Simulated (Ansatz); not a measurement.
What a trial cell of I relaxes into

Theory: DFT r2SCAN, scalar-relativistic, plane waves, PAW in Ansatz 0.2.0. Cutoff 500 eV, Γ-centred k mesh, Gaussian smearing, no spin polarisation in the final step.

The start puts I on the diamond structure type (Fd-3m, No. 227), at a guessed volume.

```yaml
crystal:
  lattice:
    - [0.00000, 3.71300, 3.71300]
    - [3.71300, 0.00000, 3.71300]
    - [3.71300, 3.71300, 0.00000]
  atoms:
    - { symbol: I, position: [0.50000, 0.50000, 0.50000] }
    - { symbol: I, position: [0.75000, 0.75000, 0.75000] }
```

Cell and atoms relax at zero pressure; the relaxation can't lower the symmetry of the start.

Energies count from the standard state of I at the same level.

**Question.** What does it relax into?

**Answer.** It keeps Fd-3m (No. 227). The result has the diamond structure. Conventional cell: a = 7.823 Å. I has 4 I at 3.39 Å.

```
I
1.0
     0.00000    3.91138    3.91138
     3.91138    0.00000    3.91138
     3.91138    3.91138    0.00000
I
2
Direct
  0.00000 0.00000 0.00000
  0.25000 0.25000 0.25000
```

**Question.** What are its volume, energy, density and gap?

**Answer.** The volume per atom is 59.84 Å³, the density is 3.52 g/cm³ and the energy over the standard structure is 0.69 eV/atom. The gap on the 12×12×12 mesh is 0 eV (a metal).

The final run used a 12×12×12 mesh on its 2-atom cell and 0.10 eV smearing. For metals, differences of a few meV/atom aren't resolved. Spin–orbit coupling is left out. Symmetry constrained the relaxation, so the result can be a saddle point. The steps took of the order of 2.3 core-minutes in all.